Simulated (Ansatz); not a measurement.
Input file:

```yaml
crystal:
  periodic: [false, false, false]
  atoms:
    - {symbol: Si, position_ang: [0.000000, 0.000000, 0.491574]}
    - {symbol: C, position_ang: [0.000000, 0.000000, -1.176602]}
    - {symbol: H, position_ang: [0.000000, 1.247023, 1.286284]}
    - {symbol: H, position_ang: [0.000000, -1.247023, 1.286284]}
    - {symbol: H, position_ang: [0.000000, 0.000000, -2.249409]}
basis:
  gaussian: {orbitals: def2-mTZVP}
magnetization: {spin_polarized: false, initial_magnetization: 1}
correlation: {method: ccsd, electrons: outside_noble_gas}
```

```sh
$ ansatz run in.yaml --threads 1 --pin off --events-out ev --progress --plain --max-ram 2393MiB
```

Q: Roughly how long does this take on 1 thread of AMD EPYC 9R45, shared host, and how much host memory?

A: 1 s wall and 0.17 GiB.

```
467 factors; integrals over basis functions are off by at most 1.2e-3 eV
mean field evaluation 1: about -8934.4528 eV, gradient 2.3e1 eV
mean field evaluation 2: about -8934.4545 eV, gradient 2.3e1 eV
mean field evaluation 4: about -8936.7071 eV, gradient 2.9e0 eV
mean field evaluation 8: about -8936.7537 eV, gradient 7.0e-4 eV
mean field evaluation 16: about -8936.7062 eV, gradient 2.9e0 eV
mean field evaluation 32: about -8936.7456 eV, gradient 7.8e-1 eV
mean field evaluation 64: about -8933.4055 eV, gradient 1.0e-1 eV
mean field evaluation 96: about -8936.6622 eV, gradient 5.8e0 eV
mean field evaluation 128: about -8930.6177 eV, gradient 4.4e-1 eV
mean field -8936.75371734 eV, -328.4196415630 hartree, gradient 2.9e-6 eV, S^2 0.750000; 7 other end points of the search recorded, 0 dependent functions left out
mean field evaluation 160: about -8937.1280 eV, gradient 3.5e-4 eV
determinant -8936.75371734 eV, -328.4196415630 hartree, with singles and doubles -8942.89736240 eV, -328.6454163546 hartree
determinant -8935.35824698 eV, -328.3683589733 hartree, with singles and doubles -8941.17314558 eV, -328.5820525553 hartree
determinant -8933.40345167 eV, -328.2965215706 hartree, with singles and doubles -8939.19292370 eV, -328.5092807432 hartree
6 core orbitals not correlated: weight in the atoms' cores, before any rotation towards them, 1.000 or more for the frozen orbitals, at most 0.000 for the correlated occupied ones
reference -8936.75371734 eV, -328.4196415630 hartree; 6, 5 occupied and 38, 39 virtual orbitals, 467 factors
second order -5.20275326 eV of doubles, -0.06132285 eV of singles
cycle   1  -6.12692215 eV  change   -1.4e-1 eV  update   1.9e-2
cycle   2  -6.14160864 eV  change   -1.5e-2 eV  update   5.5e-3
cycle   3  -6.14378101 eV  change   -2.2e-3 eV  update   2.1e-3
cycle   4  -6.14482456 eV  change   -1.0e-3 eV  update   8.9e-4
cycle   5  -6.14545160 eV  change   -6.3e-4 eV  update   5.2e-4
cycle   6  -6.14576537 eV  change   -3.1e-4 eV  update   2.0e-4
cycle   7  -6.14591880 eV  change   -1.5e-4 eV  update   6.1e-5
cycle   8  -6.14591272 eV  change    6.1e-6 eV  update   2.4e-5
cycle   9  -6.14590722 eV  change    5.5e-6 eV  update   1.3e-5
Total energy: -8942.89962456 eV, -328.6454994876 hartree
```
